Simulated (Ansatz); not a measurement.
in.yaml

```yaml
crystal:
  periodic: [false, false, false]
  atoms:
    - {symbol: N, position_ang: [0.000000, 0.000000, 0.000000]}
    - {symbol: C, position_ang: [0.000000, 0.000000, 0.948000]}
basis:
  gaussian: {orbitals: 6-31G}
magnetization: {spin_polarized: false, initial_magnetization: 1}
correlation: {method: fci, electrons: outside_noble_gas}
```

```sh
$ ansatz run in.yaml --threads 1 --pin off --events-out ev --progress --plain --max-ram 2393MiB
```

Log:

```
404 factors; integrals over basis functions are off by at most 3.8e-8 eV
mean field evaluation 1: about -2500.8159 eV, gradient 2.4e1 eV
mean field evaluation 2: about -2500.8355 eV, gradient 2.4e1 eV
mean field evaluation 4: about -2502.4391 eV, gradient 7.0e0 eV
mean field evaluation 8: about -2502.9125 eV, gradient 1.7e-1 eV
mean field -2502.91248361 eV, -91.9803372376 hartree, gradient 1.5e-6 eV, S^2 0.750000; 0 other end points of the search recorded, 0 dependent functions left out
mean field evaluation 16: about -2500.8194 eV, gradient 1.8e1 eV
2 core orbitals not correlated: weight in the atoms' cores, before any rotation towards them, 1.000 or more for the frozen orbitals, at most 0.000 for the correlated occupied ones
reference -2502.91248361 eV, -91.9803372376 hartree; 5, 4 occupied and 11, 12 virtual orbitals, 404 factors
state -2507.61026726 eV, -92.1529776025 hartree
Total energy: -2507.61026726 eV, -92.1529776025 hartree
```

Ran on 1 thread of Arm Neoverse V1, shared host: 20 s wall, 0.26 GiB peak host memory.
